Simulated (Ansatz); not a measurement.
# BCl₂+: single points off equilibrium

An exercise on one series of results from a longer session: the logs are not shown, and one member is left open.

Method: single points in def2-TZVPP; program: Ansatz 0.2.0, Gaussian basis.

Correlated methods freeze the cores.

### The starting structure

SMILES `Cl[B+]Cl`, 3 atoms, charge 1, spin multiplicity 1.

Atoms are counted from 1 here; the program's logs count them from 0.

Bond lengths: Cl1–B2 1.639 Å, B2–Cl3 1.512 Å. Angles: Cl1–B2–Cl3 175.6°.

Geometry (Å):

| atom | x (Å) | y (Å) | z (Å) |
| --- | --- | --- | --- |
| Cl1 | -1.2630 | 0.7506 | -0.6188 |
| B2 | 0.0727 | 0.0328 | 0.0044 |
| Cl3 | 1.2402 | -0.7259 | 0.5942 |

Set-up of the first run:

Input file run/in.yaml:

```yaml
crystal:
  periodic: [false, false, false]
  atoms:
    - {symbol: Cl, position_ang: [-1.263000, 0.750600, -0.618800]}
    - {symbol: B, position_ang: [0.072700, 0.032800, 0.004400]}
    - {symbol: Cl, position_ang: [1.240200, -0.725900, 0.594200]}
basis:
  gaussian: {orbitals: def2-TZVPP}
total_charge: 1
correlation: {method: ccsd_t}
output: {forces: true}
```

The command line of these runs was not kept.

Steps of the session up to this table: CCSD(T)/def2-TZVPP; PBE0-D4/def2-TZVPP; wB97M-V/def2-TZVPP; r2SCAN-D4/def2-TZVPP; PBE-D4/def2-TZVPP; revPBE-D4/def2-TZVPP; BHLYP-D4/def2-TZVPP.

One table of the session follows, with a row left open; its other results are not shown here.

| method | RMS force component (eV/Å) | angle to CCSD(T) forces (°) |
| --- | --- | --- |
| CCSD(T) | 2.705 | reference |
| PBE0-D4 | 2.593 | 3.3 |
| wB97M-V | 2.595 | 2.1 |
| r2SCAN-D4 | ? | ? |
| PBE-D4 | 2.663 | 0.2 |
| revPBE-D4 | 2.719 | 1.6 |
| BHLYP-D4 | 2.529 | 4.9 |

**Question.** Estimate the row for r2SCAN-D4.

The run gave: RMS force component (eV/Å): 2.624; angle to CCSD(T) forces (°): 2.6. In the column «RMS force component (eV/Å)» it lies between wB97M-V (2.595) and PBE-D4 (2.663).
